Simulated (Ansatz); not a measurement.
Relaxation of CH4BCl (7 atoms, charge 0, multiplicity 1), to a largest force component of 0.03 eV/Å in at most 50 steps.

All numbers below come from RKS BLYP-D4/def2-SVP (Ansatz).

```xyz
7
Properties=species:S:1:pos:R:3
B 0.232 -0.039 -0.070
Cl 0.541 0.384 1.683
H 1.201 -0.409 -0.671
C -1.202 0.043 -0.676
H -1.601 -1.000 -0.698
H -1.921 0.660 -0.104
H -1.188 0.361 -1.739
```

Where does it end, and by what steps?

The forces met the threshold. The force dipped under the threshold on the way, but the program's further checks kept it going. After 8 steps the energy has fallen by 0.034 eV; Cl2 moved furthest, 0.21 Å.

```
step  energy less start (eV)  largest force component (eV/Å)  accepted
   0                  0.0000                           1.033       yes
   1                 -0.0205                           0.650       yes
   2                 -0.0306                           0.067       yes
   3                 -0.0311                           0.044       yes
   4                 -0.0316                           0.080       yes
   5                 -0.0329                           0.026       yes
   6                 -0.0334                           0.056       yes
   7                 -0.0336                           0.043       yes
   8                 -0.0337                           0.024       yes
```

```xyz
7
Properties=species:S:1:pos:R:3
B 0.222 -0.064 -0.033
Cl 0.581 0.567 1.585
H 1.155 -0.570 -0.618
C -1.209 0.024 -0.654
H -1.568 -1.011 -0.866
H -1.964 0.543 -0.034
H -1.155 0.511 -1.654
```

Run time: 16 s on 1 thread of Arm Neoverse V1 (shared host), peak memory 0.13 GiB.
